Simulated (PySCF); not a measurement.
## Simulated absorption spectrum

F₂H₂P₂.
Structure used (PBE0-D3(BJ)/def2-SVP), in Å, numbered top down from 1:
```xyz
6
F2H2P2 angstrom
F     -1.350   -1.094   -1.024
P     -0.897    0.352   -0.466
F     -1.779    0.388    0.885
P      0.996   -0.352    0.501
H      1.373    0.994    0.812
H      1.681   -0.318   -0.755
```

The calculation used PySCF, TDDFT CAM-B3LYP/def2-SVPD, vertical, gas phase, core orbitals frozen in the response.

Computed states:

```tsv
state	E (eV)	f
S1	5.22	0.014
S2	5.98	0.336
S3	6.60	0.012
S4	6.67	0.0073
S5	7.16	0.111
S6	7.31	0.070
S7	7.40	0.0017
S8	8.47	0.123
S9	8.58	0.036
S10	8.78	0.046
```

Each state is given a Gaussian of 0.3 eV full width at half maximum, with ε(max) = 2.175×10⁸ f / Δν̃ (Δν̃ the width in cm⁻¹). The width is an assumption, not a result. The curve ends short of the highest state used, and states not computed would add to its high-energy end.

(1) Give the broadened spectrum and its maxima.

(2) Coming from long wavelengths, where does ε first pass 100 L mol⁻¹ cm⁻¹?

(3) Does any computed singlet lie in the visible range?

(4) On this curve, what absorbance would a 10⁻³ mol/L sample give at 193 nm over a 1 cm path?

Results:

(1) 
```json
{"E (eV)": "4.77", "ε (L mol⁻¹ cm⁻¹)": "3"}
{"E (eV)": "4.85", "ε (L mol⁻¹ cm⁻¹)": "20"}
{"E (eV)": "4.93", "ε (L mol⁻¹ cm⁻¹)": "99"}
{"E (eV)": "5.01", "ε (L mol⁻¹ cm⁻¹)": "336"}
{"E (eV)": "5.09", "ε (L mol⁻¹ cm⁻¹)": "771"}
{"E (eV)": "5.17", "ε (L mol⁻¹ cm⁻¹)": "1191"}
{"E (eV)": "5.24", "ε (L mol⁻¹ cm⁻¹)": "1262"}
{"E (eV)": "5.32", "ε (L mol⁻¹ cm⁻¹)": "931"}
{"E (eV)": "5.40", "ε (L mol⁻¹ cm⁻¹)": "464"}
{"E (eV)": "5.48", "ε (L mol⁻¹ cm⁻¹)": "168"}
{"E (eV)": "5.56", "ε (L mol⁻¹ cm⁻¹)": "156"}
{"E (eV)": "5.64", "ε (L mol⁻¹ cm⁻¹)": "807"}
{"E (eV)": "5.72", "ε (L mol⁻¹ cm⁻¹)": "3576"}
{"E (eV)": "5.80", "ε (L mol⁻¹ cm⁻¹)": "10742"}
{"E (eV)": "5.88", "ε (L mol⁻¹ cm⁻¹)": "21758"}
{"E (eV)": "5.96", "ε (L mol⁻¹ cm⁻¹)": "29710"}
{"E (eV)": "6.04", "ε (L mol⁻¹ cm⁻¹)": "27349"}
{"E (eV)": "6.12", "ε (L mol⁻¹ cm⁻¹)": "16973"}
{"E (eV)": "6.20", "ε (L mol⁻¹ cm⁻¹)": "7108"}
{"E (eV)": "6.28", "ε (L mol⁻¹ cm⁻¹)": "2051"}
{"E (eV)": "6.36", "ε (L mol⁻¹ cm⁻¹)": "588"}
{"E (eV)": "6.44", "ε (L mol⁻¹ cm⁻¹)": "647"}
{"E (eV)": "6.51", "ε (L mol⁻¹ cm⁻¹)": "1120"}
{"E (eV)": "6.59", "ε (L mol⁻¹ cm⁻¹)": "1597"}
{"E (eV)": "6.67", "ε (L mol⁻¹ cm⁻¹)": "1586"}
{"E (eV)": "6.75", "ε (L mol⁻¹ cm⁻¹)": "1135"}
{"E (eV)": "6.83", "ε (L mol⁻¹ cm⁻¹)": "848"}
{"E (eV)": "6.91", "ε (L mol⁻¹ cm⁻¹)": "1609"}
{"E (eV)": "6.99", "ε (L mol⁻¹ cm⁻¹)": "4278"}
{"E (eV)": "7.07", "ε (L mol⁻¹ cm⁻¹)": "8686"}
{"E (eV)": "7.15", "ε (L mol⁻¹ cm⁻¹)": "12704"}
{"E (eV)": "7.23", "ε (L mol⁻¹ cm⁻¹)": "13802"}
{"E (eV)": "7.31", "ε (L mol⁻¹ cm⁻¹)": "11527"}
{"E (eV)": "7.39", "ε (L mol⁻¹ cm⁻¹)": "7470"}
{"E (eV)": "7.47", "ε (L mol⁻¹ cm⁻¹)": "3671"}
{"E (eV)": "7.55", "ε (L mol⁻¹ cm⁻¹)": "1319"}
{"E (eV)": "7.63", "ε (L mol⁻¹ cm⁻¹)": "337"}
{"E (eV)": "7.71", "ε (L mol⁻¹ cm⁻¹)": "60"}
{"E (eV)": "7.79", "ε (L mol⁻¹ cm⁻¹)": "7"}
{"E (eV)": "7.86", "ε (L mol⁻¹ cm⁻¹)": "1"}
{"E (eV)": "7.94", "ε (L mol⁻¹ cm⁻¹)": "2"}
{"E (eV)": "8.02", "ε (L mol⁻¹ cm⁻¹)": "21"}
{"E (eV)": "8.10", "ε (L mol⁻¹ cm⁻¹)": "158"}
{"E (eV)": "8.18", "ε (L mol⁻¹ cm⁻¹)": "820"}
```

Maxima: 238 nm (5.22 eV), ε about 1300, made up of S1 (100%); 207 nm (5.98 eV), ε about 30000, made up of S2 (100%); 187 nm (6.63 eV), ε about 1700, made up of S3 (62%) and S4 (38%); 172 nm (7.21 eV), ε about 14000, made up of S5 (67%) and S6 (33%) (ε in L mol⁻¹ cm⁻¹; maxima over ε = 5, shares over 10%). At its high-energy end, 8.18 eV, the curve is still rising (ε about 820, from S8).

(2) At about 251 nm (4.93 eV), 0.29 eV below S1.

(3) No computed singlet lies in the visible range (380 to 750 nm); the lowest, at 238 nm, stands 1.96 eV above its violet end (3.26 eV).

(4) 193 nm is 6.424 eV, where ε is about 580 L mol⁻¹ cm⁻¹, so A = ε c l ≈ 0.58 (Beer–Lambert, with the gas-phase spectrum and the assumed width).

All these states lie below the vertical ionisation energy of 9.69 eV (ΔSCF).

Hardware: one thread, AMD EPYC 9R45 (x86_64), shared host with 96 logical CPUs at a one-minute load of 34. Cost: 6.2 s, 0.50 GiB resident at most.

One conformer stands for the species.
